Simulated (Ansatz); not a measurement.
**NHS+ (quartet): the correlation ladder, def2-TZVPP**

One table from this session's results is given with a row withheld; the runs are named, their logs left out.

Method: def2-TZVPP, core rule «outside noble gas», up to 6 orbitals frozen; program: Ansatz 0.2.0, Gaussian basis.

To be run: UHF; ROHF; CCSD(T) on UHF.

2 further runs of the same task are left out: 2 set aside as unsound or not needed.

### The system

The geometry is a PBE0/def2-TZVP stationary point (not a proven minimum) of the parent state, kept for this charge and spin.

3 atoms, charge 1, spin multiplicity 4.

Atoms are counted from 1 here; the program's logs count them from 0.

Bond lengths: N1–S2 1.625 Å, S2–H3 1.355 Å. Angles: N1–S2–H3 98.1°.

The first run:

Input file in.yaml:

```yaml
crystal:
  periodic: [false, false, false]
  atoms:
    - {symbol: N, position_ang: [0.000000, 0.057746, 1.144666]}
    - {symbol: S, position_ang: [0.000000, -0.064782, -0.475896]}
    - {symbol: H, position_ang: [0.000000, 1.258410, -0.767310]}
basis:
  gaussian: {orbitals: def2-TZVPP}
total_charge: 1
magnetization: {spin_polarized: true, initial_magnetization: 3}
hamiltonian: {xc: hf}
output: {orbitals: {seedname: orbitals}}
```

Run with:

```
$ ansatz run in.yaml --threads 1 --pin off --events-out ev --progress --plain --max-ram 4096MiB --backend cpu
```

Steps of the session up to this table: UHF; ROHF; CCSD(T) on UHF.

One of the session's tables, all rows but one given; the rest of the session is left out.

It belongs to the step «Misses and costs». 

```
  method  from UCCSD(T) (kcal/mol)
    ROHF                   +201.72
     UHF                         ?
    UMP2                    +31.73
   UCCSD                     +7.05
UCCSD(T)                         0
```

Q: Estimate the row for UHF from the others.

The run gave: from UCCSD(T) (kcal/mol): +192.85. In the column «from UCCSD(T) (kcal/mol)» it lies between UMP2 (+31.73) and ROHF (+201.72).
